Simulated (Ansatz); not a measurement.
**HO (quartet): the correlation ladder, aug-cc-pVTZ**

An exercise on one series of results from a longer session: the logs are not shown, and one member is left open.

Program: Ansatz 0.2.0, Gaussian basis. Level of theory: aug-cc-pVTZ, core rule «outside noble gas», up to 1 orbitals frozen. These are calculated values, not measurements.

The runs, in order: UHF; CCSD(T) on ROHF; CCSD(T) on UHF; BCCD(T) on ROHF; CCSDT(Q) on ROHF; CCSDT(Q) on UHF; CASSCF and MRCISD+Q, 7 electrons in 5 orbitals; CASSCF and NEVPT2, 7 electrons in 5 orbitals.

19 further runs of the same task are left out: 5 that didn't finish, 14 set aside as unsound or not needed. Runs told in other sessions of the task aren't counted.

## The geometry

The geometry is a PBE0/def2-TZVPD stationary point (not a proven minimum) of the parent state, kept for this charge and spin.

2 atoms, charge 0, spin multiplicity 4.

Atoms are counted from 1 here; the program's logs count them from 0.

Bond lengths: O1–H2 1.006 Å.

As a file:

```
O     0.0000    0.0000    0.0000
H     0.0000    0.0000    1.0060
```

The first run:

in.yaml reads:

```yaml
crystal:
  periodic: [false, false, false]
  atoms:
    - {symbol: O, position_ang: [0.000000, 0.000000, 0.000000]}
    - {symbol: H, position_ang: [0.000000, 0.000000, 1.006000]}
basis:
  gaussian: {orbitals: aug-cc-pVTZ}
magnetization: {spin_polarized: true, initial_magnetization: 3}
hamiltonian: {xc: hf}
output: {orbitals: {seedname: orbitals}}
```

On the command line:

```bash
$ ansatz run in.yaml --threads 1 --pin off --events-out ev --progress --plain --max-ram 2393MiB
```

Steps of the session up to this table: UHF; CCSD(T) on ROHF; CCSD(T) on UHF; BCCD(T) on ROHF; CCSDT(Q) on ROHF; CCSDT(Q) on UHF; CASSCF and MRCISD+Q, 7 electrons in 5 orbitals; CASSCF and NEVPT2, 7 electrons in 5 orbitals.

One of the session's tables, all rows but one given; the rest of the session is left out.

```
          method  from UCCSDT(Q) (meV)
            ROHF               +5047.7
             UHF               +4829.8
            RMP2                +597.0
            UMP2                +620.6
           RCCSD                +124.3
           UCCSD                +118.9
        RCCSD(T)                 +16.1
        UCCSD(T)                 +13.7
         BCCD(T)                 +16.1
          RCCSDT                  +5.1
          UCCSDT                  +2.2
       RCCSDT(Q)                     ?
       UCCSDT(Q)                     0
  CASSCF valence               +5047.7
  NEVPT2 valence                +923.0
  MRCISD valence                +243.9
MRCISD+Q valence                 +34.1
```

Q: Estimate the row for RCCSDT(Q) from the others.

As computed: from UCCSDT(Q) (meV): +2.9. In the column «from UCCSDT(Q) (meV)» it lies between UCCSDT (+2.2) and RCCSDT (+5.1).

Caveats from the session: Restricted and unrestricted rows rest on different reference determinants; a gap between their highest levels can come from leftover correlation error, from unlike frozen cores or from another state.
